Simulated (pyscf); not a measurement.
Thermochemistry of product channels of H₃Si–O–Cu (SMILES [SiH3][O][Cu]) + HF (SMILES F) on the singlet surface, in kcal/mol, from ωB97M-D3(BJ)/def2-TZVP energies (ideal gas, 1 atm, RRHO with modes under 100 cm⁻¹ raised to 100, one conformer, R ln 2 for chiral ones without a mode under 150 cm⁻¹). Structures and frequencies: ωB97X-D3(BJ)/def2-SVP in PySCF.

```csv
products,ΔE,ΔH(298 K),ΔG(600 K),ΔG(900 K)
F–Cu (SMILES [F][Cu]) + HO–SiH₃ (SMILES O[SiH3]),-1.7,-1.1,-1.5,-1.6
HO–Cu (SMILES [OH][Cu]) + F–SiH₃ (SMILES F[SiH3]),-3.0,-2.8,-3.1,-2.9
```

These are energies of the channels, which say nothing of barriers.
